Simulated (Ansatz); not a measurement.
Cartesian coordinates in Å:
```
C -0.333 1.985 0.293
O -0.674 0.669 0.622
C -0.160 -0.308 -0.264
C 1.341 -0.484 -0.112
C -0.910 -1.589 0.027
H 0.737 2.191 0.425
H -0.605 2.223 -0.746
H -0.893 2.642 0.960
H -0.378 0.011 -1.297
H 1.702 -1.261 -0.790
H 1.582 -0.781 0.912
H 1.886 0.433 -0.342
H -0.590 -2.385 -0.649
H -0.719 -1.910 1.054
H -1.984 -1.439 -0.092
```

Total charge 0; spin multiplicity 1.

**Question.** List the r2SCAN/def2-TZVPP orbital energies in eV (Ansatz 0.2.0). (Estimate.)

**Answer.** The calculation gave: Occupied: -515.66, -274.35, -274.00, -272.68, -272.61, -27.17, -20.40, -17.98, -17.38, -14.80, -12.67, -11.81, -11.56, -10.72, -9.92, -9.74, -9.44, -8.75, -8.53, -7.56, -6.04. Lowest empty: 1.21, 2.07, 2.20, 2.68, 3.04, 3.15, 3.31, 3.56.
